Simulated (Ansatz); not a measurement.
**How far each method lies from full CI for OH, doublet**

Geometry: a PBE0/def2-TZVP stationary point for this spin.

```tsv
atom	x (Å)	y (Å)	z (Å)
O	0.0000	0.0000	0.0000
H	0.0000	0.0000	0.9731
```

Basis cc-pVDZ; Ansatz 0.2.0. Correlated methods freeze the noble-gas cores, which leaves 7 electrons in 18 orbitals. R marks a restricted (for open shells ROHF) determinant, U an unrestricted one. Active spaces: valence = (7e, 5o) chosen from the atoms' valence shells.

Full CI is exact within this basis and frozen core; it isn't the basis-set limit. The frozen core follows each run's orbitals, which can shift R against U totals by a few meV.

For open shells CISD and CISDTQ are restricted-active-space CI with the open shells as a complete middle space.

* UHF ⟨S²⟩: 0.755
* T1 diagnostic (RCCSD): 0.0109
* largest doubles amplitude (RCCSD): 0.053
* T1 diagnostic (UCCSD): 0.0058

```tsv
level	E − E(full CI) (meV)	share of correlation (%)	wall time
RHF	4621	0.00	–
UHF	4517	2.26	–
RMP2	458	90.10	–
UMP2	460	90.05	–
CISD	184	96.03	0.42 s
RCCSD	60	98.69	–
UCCSD	59	98.72	–
RCCSD(T)	12	99.73	0.42 s
UCCSD(T)	12	99.75	0.42 s
BCCD(T)	13	99.73	0.39 s
RCCSDT	7	99.85	–
UCCSDT	6	99.86	–
CISDTQ	3	99.94	1.8 s
RCCSDT(Q)	0	99.99	2.3 s
UCCSDT(Q)	0	100.01	2.1 s
RCCSDTQ	0	100.00	14 s
UCCSDTQ	-1	100.01	14 s
CASSCF (valence space)	3943	14.68	–
NEVPT2 (valence space)	603	86.95	0.15 s
MRCISD (valence space)	130	97.19	–
MRCISD+Q (valence space)	0	100.01	0.39 s
```

The correlation energy at full CI, counted from RHF, is -4.621 eV. That run took 3.6 s on 1 thread of AMD EPYC 7B13, shared host over 624,320 determinants.

Times hold each run's SCF and search for its determinant on a shared host, so for small cases they say little of a method's own cost; they ran on 1 thread of AMD EPYC 7B13. Some runs computed forces too.

The full-CI state has the irrep B2 of C2v, in the program's axes (one component, if the state is degenerate).

Natural occupations of full CI about the gap: 1.982 1.974 1.962 0.994 0.030 0.017 0.010 0.007 0.005 0.005; effectively unpaired electrons, Σ n²(2−n)², 1.01.

Atomization energy (electronic, same basis, no zero-point term; atoms at the same level, unrestricted beside the R rows where the molecule is a closed shell, with restricted open-shell steps beyond CCSDT(Q)) at full CI: 394.9 kJ/mol. Errors of other levels:

```csv
level,error (kJ/mol)
RHF,-124.1
UHF,-126.3
RMP2,-2.3
UMP2,-2.5
CISD,-10.5
RCCSD,-3.3
UCCSD,-3.4
RCCSD(T),-0.7
UCCSD(T),-0.8
BCCD(T),-0.8
RCCSDT,-0.5
UCCSDT,-0.6
CISDTQ,-0.2
RCCSDT(Q),-0.1
UCCSDT(Q),-0.1
RCCSDTQ,-0.1
UCCSDTQ,-0.1
CASSCF (valence space),-58.7
NEVPT2 (valence space),6.1
MRCISD (valence space),-4.9
MRCISD+Q (valence space),-1.7
```

This basis is far from its limit, so the value isn't to be set against a measured one. Truncated CI isn't size-consistent, which counts against it in atomization.
